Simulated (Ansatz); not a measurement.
# CHF₂+: one structure at several levels

One table from this session's results is given with a row withheld; the runs are named, their logs left out.

The runs use Ansatz 0.2.0, Gaussian basis; single points in def2-TZVPP.

Cores are frozen in the correlated methods. B3LYP uses VWN-RPA correlation.

**Where the work starts**

4 atoms, charge 1, spin multiplicity 1.

Atoms are counted from 1 here; the program's logs count them from 0.

Bond lengths: F1–C2 1.430 Å, C2–F3 1.466 Å, C2–H4 0.971 Å. Angles: F1–C2–F3 108.8°, F1–C2–H4 121.2°, F3–C2–H4 128.5°.

As a file:

```xyz
4
CHF2
F    -1.20970    0.60120   -0.15250
C     0.07250    0.05430    0.16520
F     0.11450   -1.34090   -0.28250
H     0.81100    0.62550    0.43230
```

The first run:

Input file run/in.yaml:

```yaml
crystal:
  periodic: [false, false, false]
  atoms:
    - {symbol: F, position_ang: [-1.209700, 0.601200, -0.152500]}
    - {symbol: C, position_ang: [0.072500, 0.054300, 0.165200]}
    - {symbol: F, position_ang: [0.114500, -1.340900, -0.282500]}
    - {symbol: H, position_ang: [0.811000, 0.625500, 0.432300]}
basis:
  gaussian: {orbitals: def2-TZVPP}
total_charge: 1
correlation: {method: ccsd_t}
output: {forces: true}
```

No record of the launch command was kept for these runs.

Among the steps run: CCSD(T)/def2-TZVPP; PBE0-D4/def2-TZVPP; wB97M-V/def2-TZVPP; r2SCAN-D4/def2-TZVPP; PBE-D4/def2-TZVPP; r2SCANh-D4/def2-TZVPP; B3LYP-D4/def2-TZVPP.

One of the session's tables, all rows but one given; the rest of the session is left out.

| method | RMS force component (eV/Å) | angle to CCSD(T) forces (°) |
| --- | --- | --- |
| CCSD(T) | 5.923 | reference |
| PBE0-D4 | 6.174 | 0.5 |
| wB97M-V | 6.058 | 0.7 |
| r2SCAN-D4 | ? | ? |
| PBE-D4 | 5.664 | 2.4 |
| r2SCANh-D4 | 6.066 | 0.5 |
| B3LYP-D4 | 5.894 | 0.2 |

Q: Estimate the row for r2SCAN-D4 from the others.

**Answer.** RMS force component (eV/Å): 5.900; angle to CCSD(T) forces (°): 0.5. In the column «RMS force component (eV/Å)» it lies between B3LYP-D4 (5.894) and CCSD(T) (5.923).
